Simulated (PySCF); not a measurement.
Fill in the blanks.

C5H10S.
InChI=1S/C5H10S/c6-5-3-1-2-4-5/h5-6H,1-4H2

```csv
property,level,value
point group,PBE0-D3(BJ)/def2-SVP,Cs
"rotational constants A, B, C",PBE0-D3(BJ)/def2-SVP,?
dipole moment,PBE0/pcSseg-1,?
HOMO energy,PBE0/pcSseg-1,?
LUMO energy,PBE0/pcSseg-1,0.61 eV
13C chemical shifts (computed TMS as zero) by class,GIAO PBE0/pcSseg-1,?
1H chemical shifts (computed TMS as zero) by class,GIAO PBE0/pcSseg-1,"2.77 (1 H), 1.92 (1 H), 1.74 (2 H), 1.71 (2 H), 1.71 (2 H), 1.61 (2 H) ppm"
"isotropic shieldings of nuclei other than C and H, by class",GIAO PBE0/pcSseg-1,?
```

Gas-phase values; electronic properties from PySCF, density fitting. Geometry: PBE0-D3(BJ)/def2-SVP, one conformer, isolated molecule.

Give the isotropic shieldings of nuclei other than C and H, by class.

550 (1 S) ppm.

What is the HOMO energy?

-6.69 eV.

Give the dipole moment.

1.93 D.

Give the rotational constants A, B, C.

4.597, 2.215, 2.008 GHz.

Give the 13C chemical shifts (computed TMS as zero) by class.

46.8 (1 C), 39.2 (2 C), 21.8 (2 C) ppm.

In atomic units the dipole is 0.76 e·bohr (1 au = 2.5417 D). The rotational constants make it an asymmetric top with κ = (2B − A − C)/(A − C) = -0.84, nearer the prolate limit (−1). With B = h/(8π²I), that is 505.379 GHz u Å² over I, the principal moments of inertia are 109.9, 228.1 and 251.7 u Å² (most abundant isotopes); the inertial defect Ic − Ia − Ib is -86.3 u Å² (zero for a rigid planar frame, negative otherwise).
